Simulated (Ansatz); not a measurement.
Ideal-gas functions of `OC(F)(Cl)Cl` at 500 K and 1 bar, from an Ansatz frequency run at PBE0-D4/def2-TZVP.

Molar mass 118.92 g/mol, point group Cs (symmetry number 1), electronic degeneracy 1, moments of inertia 125.477, 193.082, 230.833 u Å². Harmonic wavenumbers (cm⁻¹, unscaled): 235, 262, 373, 427, 435, 449, 671, 834, 1065, 1211, 1360, 3848.

Use S(trans) = R[1.5 ln M + 2.5 ln T − 1.1517]; rotational temperatures θ = 24.2544 K / I; S(rot) = R[ln(√π/σ · √(T³/θAθBθC)) + 1.5]; for each mode x = 1.438777 ν̃/T, S = R[x/(eˣ − 1) − ln(1 − e⁻ˣ)] and H = RT x/(eˣ − 1); 1 cm⁻¹ = 0.0119627 kJ/mol; R = 8.31446 J/(mol·K).

By hand: the entropy, in J/(mol·K).

Translation 179.2. Rotation: θ = 0.1933, 0.1256, 0.1051 K, giving 119.6. Vibration, mode by mode: 11.72, 10.86, 8.11, 7.11, 6.97, 6.74, 4.03, 2.78, 1.64, 1.18, 0.83, 0.00, in all 62.0. Electronic 0.0. Sum 360.8 J/(mol·K).

By hand: H − E and G − E in kJ/mol, counted from the electronic energy.

Zero-point energy ½ × 11170 × 0.0119627 = 66.8; thermal vibration 18.0; translation, rotation and pV give 4 RT = 16.6. H − E = 101.4 kJ/mol, and G − E = 101.4 − 500 × 360.8/1000 = -79.0 kJ/mol.

Vibration gives 17 % of the entropy. The sum counts one conformer and one mirror image; others add a mixing term.
